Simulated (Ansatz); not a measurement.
Basis-set extrapolation for `O=C1C=CC=CC1` (PBE0-D4/def2-TZVP geometry, frozen core, Ansatz 0.2.0). Multiplicity 1, RHF reference.

|  | def2-TZVPP | def2-QZVPP |
| --- | --- | --- |
| HF | -305.653227 | -305.666397 |
| MP2 correlation | -1.169413 | -1.248130 |
| CCSD(T) correlation | -1.260612 | not run |

Energies in hartree. Use E(X) = E(∞) + A·exp(−7.88·√X) for Hartree–Fock and E(X) = E(∞) + B·X^(−2.97) for correlation, with X = 3 and 4, and add CCSD(T) minus MP2 of the smaller set to the MP2 limit.

Task: What is the CCSD(T) energy at the basis-set limit?

Result: HF limit: -305.666397 + (-0.013170) × 0.13774 = -305.66821. MP2 limit: -1.248130 + (-0.078717) × 0.74074 = -1.30644. Higher-order term: -1.260612 − (-1.169413) = -0.09120. Total: -307.06585 hartree, 95.4 kcal/mol below CCSD(T)/def2-TZVPP.
